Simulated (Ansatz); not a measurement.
# Structure relaxation of AlAs2

All numbers below come from DFT PBE, scalar-relativistic, plane waves, PAW (Ansatz 0.2.0). Cutoff 420 eV, Γ-centred k mesh, Gaussian smearing, no spin polarisation in the final step.

AlAs2 was placed on the sites of a reported Ti2Pd cell (I4/mmm, No. 139), with Al in place of Pd, As in place of Ti, at a guessed volume.

```
Al As
1.0
    -1.68278    1.68278    5.47531
     1.68278   -1.68278    5.47531
     1.68278    1.68278   -5.47531
Al As
1 2
Direct
  0.00000 0.00000 0.00000
  0.34000 0.34000 0.00000
  0.66000 0.66000 0.00000
```

Steps on the 8×8×8 mesh (3 atoms). 9 of 10 steps are shown, and the free energy counts from the last. Trial steps that were taken back and renewals of the plane-wave basis can be among the rows.

```
step  ΔF (meV/atom) V (Å³/atom) P (GPa) largest force component (eV/Å)
   1          242.8        20.67    -7.66                           0.318
   2          165.2        17.98     1.01                           0.421
   3          149.3        18.00     1.49                           0.345
   4           83.2        18.67     2.92                           0.496
   5           45.2        19.51     7.52                           1.441
   6           21.1        20.73    -2.76                           0.708
   7            1.6        20.61     0.85                           0.084
   8            0.3        21.05     0.36                           0.053
  10            0.0        21.22    -0.03                           0.035
```

A final relaxation ran on a 18×18×18 mesh. The relaxed crystal, I4/mmm (No. 139):

```cif
data_structure
_symmetry_space_group_name_H-M 'I4/mmm'
_symmetry_Int_Tables_number 139
_cell_length_a 3.4525
_cell_length_b 3.4525
_cell_length_c 10.7860
_cell_angle_alpha 90.000
_cell_angle_beta 90.000
_cell_angle_gamma 90.000
_cell_volume 128.56
loop_
_atom_site_label
_atom_site_type_symbol
_atom_site_symmetry_multiplicity
_atom_site_Wyckoff_symbol
_atom_site_fract_x
_atom_site_fract_y
_atom_site_fract_z
_atom_site_occupancy
Al1 Al 2 a 0.00000 0.00000 0.00000 1
As1 As 4 e 0.00000 0.00000 0.38502 1
```

* Volume per atom: 21.4 Å³
* Density: 4.6 g/cm³
* Energy over the elements: 0.05 eV/atom
* Gap on the 18×18×18 mesh: 0 eV (a metal)

The zero of energy is the elements' standard structures at the same level; no fitted shifts are applied.

The final run used a 18×18×18 mesh on its 3-atom cell and 0.10 eV smearing. The k mesh leaves about 4 meV/atom of noise in metals. Weakly bound directions are ill-defined at this level, which has no dispersion term.

A structure relaxed within its symmetry needn't be a true minimum.

Cost: 3 runs of about 3.2 core-minutes in all, on Intel Xeon Platinum 8259CL (Skylake/Cascade Lake) (shared hosts).